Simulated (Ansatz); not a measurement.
# Relaxing Zr2W

Computed with DFT PBE, scalar-relativistic, plane waves, PAW (Ansatz 0.2.0). Cutoff 420 eV, Γ-centred k mesh, Gaussian smearing, no spin polarisation in the final step.

Zr2W was placed on the AlB2 structure type (P6/mmm, No. 191), with W in place of Al, Zr in place of B, at a guessed volume.

```
CELL_PARAMETERS angstrom
3.65028 0.00000 0.00000
-1.82514 3.16123 0.00000
0.00000 0.00000 3.94133
ATOMIC_POSITIONS crystal
Zr 0.33333 0.66667 0.50000
Zr 0.66667 0.33333 0.50000
W 0.00000 0.00000 0.00000
```

Cell and atoms relax at zero pressure; the relaxation can't lower the symmetry of the start. After a coarse first stage the cell is made exact in the group found at 0.06 Å.

The zero of energy is the elements' standard structures at the same level; no fitted shifts are applied.

(1) Describe the relaxed structure.

(2) What are its volume, energy, density and gap?

Results:

(1) It keeps P6/mmm (No. 191), but not the shape of the type it started on. Conventional cell: a = 4.928 Å, c = 2.809 Å. Zr has 5 Zr at 2.81–2.85 Å and 6 W at 3.17 Å; around W lie 2 W at 2.81 Å and 12 Zr at 3.17 Å.

```cif
data_structure
_symmetry_space_group_name_H-M 'P6/mmm'
_symmetry_Int_Tables_number 191
_cell_length_a 4.9277
_cell_length_b 4.9277
_cell_length_c 2.8088
_cell_angle_alpha 90.000
_cell_angle_beta 90.000
_cell_angle_gamma 120.000
_cell_volume 59.07
loop_
_atom_site_label
_atom_site_type_symbol
_atom_site_symmetry_multiplicity
_atom_site_Wyckoff_symbol
_atom_site_fract_x
_atom_site_fract_y
_atom_site_fract_z
_atom_site_occupancy
Zr1 Zr 2 d 0.33333 0.66667 0.50000 1
W1 W 1 a 0.00000 0.00000 0.00000 1
```

(2) The volume per atom is 19.69 Å³, the density is 10.30 g/cm³ and the energy over the elements is 0.29 eV/atom. The gap on the 12×12×16 mesh is 0 eV (a metal).

The final run used a 12×12×16 mesh on its 3-atom cell and 0.10 eV smearing. For metals, differences of a few meV/atom aren't resolved. Spin–orbit coupling is left out. A structure relaxed within its symmetry needn't be a true minimum. The steps took roughly 120 core-seconds in all.